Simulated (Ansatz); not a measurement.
A made-up structure of CH5BN, doublet:

```
atom    x (Å)    y (Å)    z (Å)
  B1  -1.0070   0.5619  -0.5622
  C2   0.2339   0.3699   0.2571
  N3   0.8613  -0.8125   0.3970
  H4   0.2033   0.1456   1.2926
  H5  -1.5144   1.6416  -0.6442
  H6   0.7196   1.1770   0.8006
  H7   1.6921  -0.9243   0.9497
  H8   0.4960  -1.6282  -0.0647
```

It is relaxed with PBE-D4/def2-SVP and then PBE0-D4/def2-TZVP (Ansatz 0.2.0). Atoms count as bonded within 1.22 times the sum of their covalent radii (H–H: 0.88 Å). The end point is not checked to be a true minimum.

**Question.** Does its bonding change? (Judge from chemistry; the calculation decides.)

**Answer.** By the calculation: Yes. Formed: B1–H4; broken: C2–H4.

Where it ends: The first stage lowers the energy by 4.70 eV in 28 steps. It ends as CH₅BN ([BH2][CH][NH2]):
B1  (-0.889, 0.716, 0.178)
C2  (0.578, 0.410, 0.237)
N3  (1.076, -0.817, 0.474)
H4  (-1.678, -0.177, 0.349)
H5  (-1.264, 1.830, -0.037)
H6  (1.350, 1.163, 0.093)
H7  (2.062, -1.005, 0.510)
H8  (0.449, -1.590, 0.622)
(Å)

Labels in which every atom is bracketed show which atoms are joined, not bond orders.

For scale, one of the runs: PBE0-D4/def2-TZVP relaxation, 123 basis functions, launched by `ansatz run in.yaml --threads 2 --pin off --events-out ev --progress --plain --max-ram 4352MiB`. Hardware: 2 CPU threads of an Intel Xeon, shared host. Wall time about 9.5 s.
